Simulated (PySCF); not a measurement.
# Orbital picture of MgCl⁻

PBE0 at R = 2.432 Å; Mg aug-cc-pVDZ, Cl aug-cc-pV(D+d)Z; no relativity (PySCF 2.14). State: ¹Σ⁺ (singlet), closed shell. Only the outer orbitals are listed, counted within each symmetry.

| orbital | occ. | ε (eV) | on Mg (%) | main shells (%) |
| --- | --- | --- | --- | --- |
| 2π | 2 | -46.13 | 100 | 100 Mg p |
| 2π | 2 | -46.13 | 100 | 100 Mg p |
| 6σ | 2 | -46.07 | 100 | 100 Mg p |
| 7σ | 2 | -16.26 | 2 | 98 Cl s |
| 8σ | 2 | -4.38 | 14 | 86 Cl p, 10 Mg s |
| 3π | 2 | -3.44 | 2 | 98 Cl p |
| 3π | 2 | -3.44 | 2 | 98 Cl p |
| 9σ | 2 | -0.15 | 96 | 83 Mg s, 12 Mg p |
| 4π | 0 | 2.45 | 104 | 104 Mg p |
| 4π | 0 | 2.45 | 104 | 104 Mg p |
| 10σ | 0 | 2.53 | 89 | 89 Mg p, 15 Cl s |

Which are the highest filled and the lowest empty level, where do they sit, and how wide is the gap?

Highest filled 9σ at -0.15 eV (in %: 83 Mg s, 12 Mg p); lowest empty 4π at 2.45 eV (in %: 104 Mg p); the gap at PBE0 is 2.60 eV. An empty level above zero is unbound, and its energy depends on the basis.

* bond order (Mayer): 0.47
* ⟨S²⟩: 0.000
* charge on Mg (Mulliken, basis-dependent): -0.32
* charge on Mg (Löwdin, basis-dependent): -0.35
* dipole moment (positive dipole points towards Cl; it is taken about the centre of mass and depends on that origin): 3.67 D
* polarisability along the bond: 187.8 bohr³
* polarisability across the bond: 184.2 bohr³

Shares are Mulliken populations and can fall outside 0 to 100 %.
